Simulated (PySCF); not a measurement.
Compound: C2H3NO2.
SMILES: `[H]/N=C\C(=O)O`

Method used: MP2 and CCSD/aug-cc-pVDZ in PySCF, restricted Hartree–Fock reference, 5 core orbitals frozen, non-relativistic, gas phase, PBE0-D3(BJ)/def2-SVP geometry.

E(HF) = -281.69789 Eh.

Task: How large is the problem?

Result: 142 basis functions and 38 electrons; 5 orbitals frozen, which leaves o = 14 correlated occupied and v = 123 virtual orbitals. That is o·v = 1722 singles and o·v(o·v + 1)/2 = 1483503 distinct closed-shell doubles amplitudes before symmetry; the costliest CCSD step grows as o²v⁴ = 4.5 × 10^10.

Task: What are the MP2 and CCSD correlation energies?

Result: MP2 -0.8244 Eh and CCSD -0.8450 Eh, which gives totals of -282.52234 and -282.54290 Eh. That is 0.821 eV for each correlated electron at CCSD (2219 kJ/mol in all, 0.299 % of the total energy); MP2 gives 97.6 % of the CCSD value.

Task: What is the T1 diagnostic?

Result: 0.0163, below the customary warning level of 0.02. It is the norm of the spatial-orbital singles amplitudes over the root of the number of correlated electrons, so the norm is 0.086.

Task: How does correlation change the dipole moment?

Result: HF gives 2.48 D and CCSD (unrelaxed density) 2.38 D, a change of -0.10 D; the two vectors are 6° apart.

No triples correction and no basis-set extrapolation were made.

The values belong to the conformer `[H]/[N:1]=[CH:2]\[C:3](=[O:4])[OH:5]`: N1–C2–C3–O4 0°, H–O5–C3–C2 180°.
